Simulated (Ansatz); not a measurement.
# C2O3: the cost of one run

Program: Ansatz 0.2.0. Level of theory: the levels named in each step. These are calculated values, not measurements.

### Step 1. The starting structure

Bond lengths: O1–C2 1.145 Å, C2–O3 1.143 Å, C4–O5 1.128 Å. Angles: O1–C2–O3 179.7°.

Structure file:

```xyz
5

O    -0.2763    0.2899    0.7126
C    -1.2252   -0.3496    0.6845
O    -2.1738   -0.9863    0.6624
C     1.4361    0.2011   -1.3155
O     2.2917    0.8079   -0.9013
```

### Step 2. A rough first relaxation, PBE-D4/def2-SVP

Contents of input.yaml:

```yaml
crystal:
  periodic: [false, false, false]
  atoms:
    - { symbol: O, position_ang: [-0.27626, 0.28995, 0.71258] }
    - { symbol: C, position_ang: [-1.22522, -0.34962, 0.68448] }
    - { symbol: O, position_ang: [-2.17375, -0.98634, 0.66239] }
    - { symbol: C, position_ang: [1.43614, 0.20109, -1.31546] }
    - { symbol: O, position_ang: [2.29167, 0.8079, -0.90129] }
basis:
  gaussian: { orbitals: def2-SVP }
hamiltonian:
  xc: pbe
  dispersion: d4
relax:
  f_tol: 0.03
  max_steps: 200
```

Launch:

```console
$ ansatz run input.yaml --threads 2 --pin off --max-ram 5120MiB --backend cpu --events-out ev --progress --plain --runs-dir out
```

Q: Estimate wall time and peak memory on 2 threads of Intel Xeon Platinum 8259CL at 2.50GHz (Skylake/Cascade Lake), shared host.

About 19 s, with a peak of 0.14 GiB.
